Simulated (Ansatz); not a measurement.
## Mixing energy, order and entropy in Sn₂Ru₇W₁₁

Method: DFT PBE, scalar-relativistic, plane waves, PAW in Ansatz.

Settings: cutoff 420 eV, Γ-centred mesh 5×5×5 on the computed 20-atom cell, Gaussian smearing of 0.10 eV; no spin polarisation.

Cells of 20 atoms on a bcc lattice, 2 Sn, 11 W, 7 Ru, each occupation relaxed without symmetry on a coarser mesh and computed once more. α is the first-shell Warren–Cowley parameter of unlike pairs (negative: unlike neighbours in excess, 0: random), given as its mean and root mean square over the pairs, since a mean near 0 can hide order that cancels. ΔH counts from the elements in their standard crystals. 1 further cell, whose relaxation didn't end, left large forces or left the lattice, is left out.

```json
{"cell": "1", "mean α": "-0.18", "rms α": "0.38", "ΔH (meV/atom)": "214", "V (Å³/atom)": "15.88", "rms shift from sites (Å)": "0.24"}
{"cell": "2", "mean α": "0.04", "rms α": "0.08", "ΔH (meV/atom)": "194", "V (Å³/atom)": "15.86", "rms shift from sites (Å)": "0.29"}
```

**Question.** Weigh the mixing energy against the ideal entropy.

**Answer.** Ideal mixing gives S = −k_B Σ x ln x = 0.927 k_B per atom (7.7 J/(mol K)), worth 80 meV/atom at 1000 K. The cell nearest to random, 2, has ΔH = 194 meV/atom. Against the pure elements it breaks even at T = ΔH/S = 2430 K; above that the solution beats the pure elements, but parting into two partly mixed solutions pays up to a higher temperature (2ΔH/k_B, 1.4 times as high, for a regular binary solution at equal shares), and compounds may beat both. ΔH includes the cost of putting the elements on this lattice where they prefer another, and what the coarser relaxation leaves, which can only raise it; vibrational entropy is left out. An error of 8 meV/atom in ΔH, as mesh and relaxation can leave, moves such a temperature by 100 K, and the spread of these cells, 20 meV/atom, by 250 K.

The final mesh leaves forces up to 0.08 eV/Å and stresses up to 0.2 GPa.

Spin–orbit coupling is left out, which can shift energies with elements as heavy as these.

Cost: 5 runs of about 42 core-minutes in all (earlier runs that led there not counted), on Intel Xeon Platinum 8488C (Sapphire Rapids) (shared hosts).